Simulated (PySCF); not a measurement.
**CH2O2S, a complex of two parts: interaction energy**

The task here is to estimate one member of a computed series from the others.

Computed with PySCF 2.14.0; each step states its level. No surroundings beyond the atoms listed, unless a continuum is named. Atoms count from 0, parts from 1.

## The system as given

6 atoms, charge 0, multiplicity 1; geometry: GFN2-xTB. Parts: 1 = atoms 0–2, `O`, charge 0; 2 = atoms 3–5, `O=C=S`, charge 0.

The first run:

What the job is given:

```
{"job": {"xc": "PBE0", "basis": "def2-SVPD", "d3": "d3bj", "grid": 2, "kind": "geom", "shake": 0.01}, "charge": 0, "multiplicity": 1, "parts": [{"atoms": "0-2", "charge": 0, "multiplicity": 1}, {"atoms": "3-5", "charge": 0, "multiplicity": 1}]}
O      0.311103    -0.169343     0.096959
H     -0.504528    -0.061397     0.629518
H      0.128477     0.370376    -0.712150
O      0.968478    -1.625689     2.534818
C      1.835502    -1.729373     1.814857
S      3.063015    -1.877265     0.912847
```

Command:

```bash
$ OMP_NUM_THREADS=1 python cluster_run.py task.json out
```

This one command runs all jobs of the session in turn.

Steps of the session up to this table: Relaxing the molecule at PBE0-D3(BJ)/def2-SVPD; Coupled-cluster interaction energy: CCSD(T) and MP2.

One table of the session follows, with a row left open; its other results are not shown here.

It belongs to the step «Coupled-cluster interaction energy: CCSD(T) and MP2». 

| method | interaction energy (kcal/mol) |
| --- | --- |
| HF/aug-cc-pVDZ | -0.73 |
| MP2/aug-cc-pVDZ | -1.59 |
| CCSD/aug-cc-pVDZ | -1.47 |
| CCSD(T)/aug-cc-pVDZ | ? |
| HF/aug-cc-pVTZ | -0.71 |
| MP2/aug-cc-pVTZ | -1.78 |
| SCS-MP2/aug-cc-pVTZ | -1.42 |
| MP2, extrapolated | -1.88 |
| CCSD(T), limit estimate | -1.92 |

Q: Estimate the row for CCSD(T)/aug-cc-pVDZ from the others.

**Answer.** interaction energy (kcal/mol): -1.63. In the column «interaction energy (kcal/mol)» it lies between MP2/aug-cc-pVTZ (-1.78) and MP2/aug-cc-pVDZ (-1.59).
